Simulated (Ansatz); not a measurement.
## Ansatz (development build ahead of 0.2.0) run

```yaml
crystal:
  periodic: [false, false, false]
  atoms:
    - { symbol: Al, position_ang: [0.0, 0.0, -1.10039] }
    - { symbol: Cl, position_ang: [0.0, 0.0, 1.10039] }
basis:
  gaussian: { orbitals: def2-SVP }
total_charge: 1
magnetization:
  spin_polarized: true
  initial_magnetization: 1
hamiltonian:
  xc: hf
correlation:
  method: ccsd_t
  frozen_orbitals: { Al: 5, Cl: 5 }
scf:
  omitted_lower_state_checks: [starts, atomic_configurations, cluster_reference, orbital_swaps, given_window_search, neighbouring_geometries, increment]
```

The input is written out in the form of the current development build from the run's settings.

Results

```
Converged          : yes
Reference energy   : -700.94431 hartree
Correlation energy : -0.17728 hartree
Total energy       : -701.12159 hartree
Stability test     : minimum
```
